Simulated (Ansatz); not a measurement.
## ZnIr2: from a trial structure to a relaxed crystal

Method: DFT r2SCAN, scalar-relativistic, plane waves, PAW (Ansatz). Cutoff 500 eV, Γ-centred k mesh, Gaussian smearing, no spin polarisation in the final step.

ZnIr2 was placed on the cubic Laves (C15) structure type (Fd-3m, No. 227), with Zn in place of Mg, Ir in place of Cu, at a guessed volume.

```
CELL_PARAMETERS angstrom
0.00000 3.45547 3.45547
3.45547 0.00000 3.45547
3.45547 3.45547 0.00000
ATOMIC_POSITIONS crystal
Zn 0.00000 0.00000 0.00000
Zn 0.25000 0.25000 0.25000
Ir 0.62500 0.62500 0.62500
Ir 0.12500 0.62500 0.62500
Ir 0.62500 0.62500 0.12500
Ir 0.62500 0.12500 0.62500
```

Cell and atoms relax at zero pressure; the relaxation can't lower the symmetry of the start. After a coarse first stage the cell is made exact in the group found at 0.06 Å.

The zero of energy is the elements' standard structures at the same level; no fitted shifts are applied.

Question: What does it relax into?

Answer: It keeps Fd-3m (No. 227). The result has the cubic Laves (C15) structure. Conventional cell: a = 7.246 Å. Around Zn lie 12 Ir at 3.00 Å and 4 Zn at 3.14 Å; Ir is coordinated by 6 Ir at 2.56 Å and 6 Zn at 3.00 Å.

```
Zn Ir
1.0
     0.00000    3.62299    3.62299
     3.62299    0.00000    3.62299
     3.62299    3.62299    0.00000
Zn Ir
2 4
Direct
  0.00000 0.00000 0.00000
  0.25000 0.25000 0.25000
  0.62500 0.62500 0.62500
  0.12500 0.62500 0.62500
  0.62500 0.62500 0.12500
  0.62500 0.12500 0.62500
```

Question: What are its volume, energy, density and gap?

Answer: The volume per atom is 15.85 Å³. The density is 15.71 g/cm³, the energy over the elements is 0.34 eV/atom and the gap on the 10×10×10 mesh is 0 eV (a metal).

The final run used a 10×10×10 mesh on its 6-atom cell and 0.10 eV smearing. For metals, differences of a few meV/atom aren't resolved. Spin–orbit coupling is left out. Symmetry constrained the relaxation, so the result can be a saddle point.

Cost: 3 runs of about 2.7 core-minutes in all, on Arm Neoverse V2 (shared hosts).